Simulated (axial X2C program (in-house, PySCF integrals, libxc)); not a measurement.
Worked dissociation energy of Cl₂⁻: MP2, without spin–orbit coupling

Computed with an in-house all-electron X2C program for linear molecules (integrals from PySCF). Spin-free means the one-electron spin-free X2C Hamiltonian. Basis: Cl dyall-av3z [9s8p3d2f] (cores contracted in-house); Gaussian nuclei, density fitting, unrestricted open shells. Masses: Cl 34.969 u.

Molecular state: M_S = 1/2, Λ = 0 (beyond evenly filled blocks: σα).

Correlated methods: 15 electrons correlated (number of frozen shells: Cl 2 s, 1 p), 193 virtual spin orbitals or spinors in MP2.

```
E(Cl-) (2M_S = 0, M_L = 0) : -461.199772 hartree
E(Cl) (2M_S = 1, M_L = 1)  : -461.066971 hartree
E(Cl₂⁻) at Re              : -922.314301 hartree
ωe                         : 269.5 cm⁻¹
ωexe                       : 1.82 cm⁻¹
```

(1) Work out De and D0.

The state is a single determinant with fixed occupations, the lowest that a limited PBE0 search found. De is counted from the lowest determinant-based energies of the atoms at the same level, without counterpoise correction.

The levels of this run spread widely (ωe from 198 to 270 cm⁻¹), so these constants depend on the method.

Each atomic determinant is the lowest at this level and need not be a pure term. Totals compare only within one Hamiltonian and basis.

Answers

(1) De = -461.199772 + (-461.066971) − (-922.314301) = 0.04756 hartree = 1.294 eV. The zero-point energy is ωe/2 − ωexe/4 = 134 cm⁻¹ = 0.017 eV, so D0 = 1.277 eV.
